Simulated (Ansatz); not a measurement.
This Ansatz (a program for electronic structure) input (PBE0/def2-SV(P)) gives -274.16869 Eh with 42 basis functions. A basis named .json is the Basis Set Exchange file of that set (core-valence sets with the plain set on hydrogen).

Ansatz 0.2 input:
```yaml
crystal:
  periodic: [false, false, false]
  atoms:
    - {symbol: F, position_ang: [0.03923562, 1.10057360, -0.27954166]}
    - {symbol: O, position_ang: [-0.01962367, 0.00815420, 0.59730772]}
    - {symbol: F, position_ang: [-0.02179237, -1.10782178, -0.25139853]}
basis:
  gaussian:
    orbitals: def2-SV_P_.json
hamiltonian:
  xc: {name: PBE0}
magnetization: {spin_polarized: false}
```

Change:
```diff
- orbitals: def2-SV_P_.json
+ orbitals: aug-pcseg-3
```

Question: What does the run give now?

Answer: -274.53241 Eh (PBE0/aug-pcseg-3, 255 functions), a change of -363.72 mEh.
